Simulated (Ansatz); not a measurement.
input.yaml

```yaml
crystal:
  periodic: [false, false, false]
  atoms:
    - { symbol: C, position_ang: [-0.6341, 0.8082, -0.2546] }
    - { symbol: C, position_ang: [-0.0077, -0.4903, -0.2869] }
    - { symbol: "N", position_ang: [0.9086, -0.7078, 0.6535] }
    - { symbol: S, position_ang: [-0.2956, -1.6518, -1.4098] }
    - { symbol: H, position_ang: [-0.5078, 1.3659, -1.2318] }
    - { symbol: H, position_ang: [-1.7606, 0.74, -0.1264] }
    - { symbol: H, position_ang: [-0.2734, 1.481, 0.5494] }
    - { symbol: H, position_ang: [-0.0345, -2.89506, -1.94882] }
    - { symbol: H, position_ang: [1.199, -0.0065, 1.4093] }
basis:
  gaussian: { orbitals: "6-31G*" }
hamiltonian:
  xc: pbe0
relax:
  f_tol: 0.02
  max_steps: 50
output:
  orbitals: {}
```

Command:

```bash
$ ansatz run input.yaml --threads 1 --pin off --max-ram 2048MiB --backend cpu --events-out ev --progress --plain --runs-dir out
```

Hardware: 1 thread of Intel(R) Xeon(R) Processor @ 2.70GHz (shared host).

Roughly how long does this run take, and how much memory?

39 s, with a peak of 0.15 GiB, for 8 ionic steps.
